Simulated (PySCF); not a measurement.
# Bond length, frequency and bond energy of AlCl⁺ by level of theory

State: ²Σ⁺ (doublet), unpaired electrons σ ↑. Set-up: Al def2-SVP, Cl def2-SVP; no relativity (PySCF 2.14). De refers to Al⁺ + Cl in their high-spin ground configurations, without counterpoise correction. The functionals are run spin-unrestricted. A positive dipole points towards Cl; it is taken about the centre of mass and depends on that origin.

```csv
Level,Re (Å),ωe (cm⁻¹),De (eV),μ (D)
UHF,2.026,633,1.35,-6.44
UHF-MP2,2.026,635,1.93,n/a
UHF-SCS-MP2,2.029,628,1.70,n/a
UHF-CCSD,2.032,617,1.54,n/a
UHF-CCSD(T),2.036,612,1.64,n/a
PBE,2.056,571,2.21,-5.59
TPSS,2.053,580,2.25,-5.71
r²SCAN,2.038,603,2.39,-5.92
PBE0,2.038,598,2.09,-5.87
HSE06,2.039,595,2.07,-5.87
MN15,2.023,611,2.07,-6.00
BHandHLYP,2.031,604,1.71,-6.04
```

Q: Which functional lies closest to UHF-CCSD(T) in De, which farthest, and by how much do they differ from it?

A: Closest is BHandHLYP (-0.5 pm in Re, -1.3 % in ωe, +0.07 eV in De against UHF-CCSD(T) in the same basis), farthest r²SCAN (+0.2 pm in Re, -1.5 % in ωe, +0.75 eV in De). CCSD(T) converges more slowly with the basis than the functionals do and binds too weakly in this one, so the order can change at the basis-set limit.

Q: What does a quarter of exact exchange do here, going from PBE to PBE0?

A: PBE0 less PBE: -1.8 pm in Re, +4.7 % in ωe, -0.12 eV in De. Exact exchange removes part of the self-interaction that spreads semilocal densities, and in most molecules shortens and stiffens the bond and lowers De; so it does here.

Q: What does the step from GGA to meta-GGA do here, going from PBE to r²SCAN?

A: r²SCAN less PBE: -1.8 pm in Re, +5.6 % in ωe, +0.18 eV in De. 

Correlated steps freeze 10 core orbitals. Correlated levels converge slowly with the basis: in double zeta they bind strong bonds too weakly, by up to about 1 eV, and carry superposition errors of some tenths. For an ion De counts to the pair picked by the measured ionisation energies or electron affinities, which need not be the lowest pair at this level. The state was picked by a PBE0 search and need not be the measured ground state.
